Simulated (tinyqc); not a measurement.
Worked calculation: extended Hueckel theory, for N2+. The parameters take no account of the charge, which enters only through the electron count. Computed by tinyqc, a small Python program that keeps every step (integrals from PySCF). Settings: charge = 1, K = 1.5, multiplicity = 2. Command: `OMP_NUM_THREADS=1 python tinyqc.py 20507 20508 out.jsonl` (the two numbers bound the seeds that draw the settings). One thread of a shared host (Intel(R) Xeon(R) Processor @ 2.60GHz), about 0.01 s of CPU time with the checks.

## Overlaps

Geometry (angstrom):
```
atom       x       y       z
N     0.0000  0.0000  0.0000
N     0.0000  0.0000  1.2320
```

Parameters chosen for this run:
```
element  shell  Slater exponent  H_ii (eV)
N           2s           1.9500   -26.0000
N           2p           1.9500   -13.4000
```

Slater orbitals, each expanded in six Gaussians scaled to its exponent.

overlap S:
```
          1N 2s  1N 2px  1N 2py   1N 2pz   2N 2s  2N 2px  2N 2py   2N 2pz
1N 2s    1.0000  0.0000  0.0000   0.0000  0.3687  0.0000  0.0000  -0.3866
1N 2px   0.0000  1.0000  0.0000   0.0000  0.0000  0.2137  0.0000   0.0000
1N 2py   0.0000  0.0000  1.0000   0.0000  0.0000  0.0000  0.2137   0.0000
1N 2pz   0.0000  0.0000  0.0000   1.0000  0.3866  0.0000  0.0000  -0.3323
2N 2s    0.3687  0.0000  0.0000   0.3866  1.0000  0.0000  0.0000   0.0000
2N 2px   0.0000  0.2137  0.0000   0.0000  0.0000  1.0000  0.0000   0.0000
2N 2py   0.0000  0.0000  0.2137   0.0000  0.0000  0.0000  1.0000   0.0000
2N 2pz  -0.3866  0.0000  0.0000  -0.3323  0.0000  0.0000  0.0000   1.0000
```

## Wolfsberg-Helmholz matrix

diagonal H_ii (eV): 1N 2s -26.0000, 1N 2px -13.4000, 1N 2py -13.4000, 1N 2pz -13.4000, 2N 2s -26.0000, 2N 2px -13.4000, 2N 2py -13.4000, 2N 2pz -13.4000

K = 1.5000

H_ij = K' S_ij (H_ii + H_jj)/2 for i != j (the diagonal keeps H_ii), with K' = 1.5.

H (eV):
```
           1N 2s    1N 2px    1N 2py    1N 2pz     2N 2s    2N 2px    2N 2py    2N 2pz
1N 2s   -26.0000    0.0000    0.0000    0.0000  -14.3777    0.0000    0.0000   11.4241
1N 2px    0.0000  -13.4000    0.0000    0.0000    0.0000   -4.2960    0.0000    0.0000
1N 2py    0.0000    0.0000  -13.4000    0.0000    0.0000    0.0000   -4.2960    0.0000
1N 2pz    0.0000    0.0000    0.0000  -13.4000  -11.4241    0.0000    0.0000    6.6795
2N 2s   -14.3777    0.0000    0.0000  -11.4241  -26.0000    0.0000    0.0000    0.0000
2N 2px    0.0000   -4.2960    0.0000    0.0000    0.0000  -13.4000    0.0000    0.0000
2N 2py    0.0000    0.0000   -4.2960    0.0000    0.0000    0.0000  -13.4000    0.0000
2N 2pz   11.4241    0.0000    0.0000    6.6795    0.0000    0.0000    0.0000  -13.4000
```

## Orbitals

valence electrons = 9

Solve H C = S C e through S^(-1/2); fill by pairs from the bottom, a degenerate level sharing its electrons equally; each orbital has its largest coefficient positive (the first on a tie).

orbital energies (eV): -29.5017  -20.8763  -14.5798  -14.5798  -13.7741  -11.5788  -11.5788  9.2259

occupations: 2.0000  2.0000  2.0000  2.0000  1.0000  0.0000  0.0000  0.0000

coefficients:
```
            MO1      MO2      MO3     MO4      MO5      MO6      MO7      MO8
1N 2s    0.6043   0.6638   0.0000  0.0000  -0.1812   0.0000   0.0000   0.8868
1N 2px   0.0000   0.0000   0.5562  0.3203   0.0000   0.5351   0.5913   0.0000
1N 2py   0.0000   0.0000  -0.3203  0.5562   0.0000   0.5913  -0.5351   0.0000
1N 2pz   0.0006  -0.3084   0.0000  0.0000   0.6394   0.0000   0.0000   1.0320
2N 2s    0.6043  -0.6638   0.0000  0.0000  -0.1812   0.0000   0.0000  -0.8868
2N 2px   0.0000   0.0000   0.5562  0.3203   0.0000  -0.5351  -0.5913   0.0000
2N 2py   0.0000   0.0000  -0.3203  0.5562   0.0000  -0.5913   0.5351   0.0000
2N 2pz  -0.0006  -0.3084   0.0000  0.0000  -0.6394   0.0000   0.0000   1.0320
```

sum of one-electron energies = -172.8494 eV

Within a degenerate level the vectors are fixed only up to a rotation; this is one choice.

## Mulliken analysis

P = C n C^T; charge = valence electrons (N 5) minus the sum of (P S)_ii on the atom; overlap population = 2 sum P_ij S_ij between two atoms.

charges: 1N 0.5000, 2N 0.5000

Overlap populations:
```
pair     value
2-1   1.217570
```
